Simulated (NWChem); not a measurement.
Correlation energy of P (+1)

```
P
```
Charge +1, spin multiplicity 3.

Program: NWChem.

Basis set: cc-pVTZ. Each correlation energy counts from its own Hartree-Fock reference.

The correlated methods keep 5 core orbitals frozen. No SCF solution was tested for a lower state. Open-shell Hartree-Fock references start from PBE0 orbitals. Coupled-cluster values serve here as a point of comparison, not as the truth.

Q: Order these methods by the correlation energy they give, lowest first: SCS-UMP2, URI-MP2, CCSD(T) on UHF, CCSDT on ROHF, CCSD on ROHF, CCSD on UHF.

A: CCSDT on ROHF (-90.4 mHa), CCSD on ROHF (-87.3 mHa), CCSD(T) on UHF (-84.8 mHa), CCSD on UHF (-82.5 mHa), SCS-UMP2 (-65.8 mHa), URI-MP2 (-62.4 mHa)
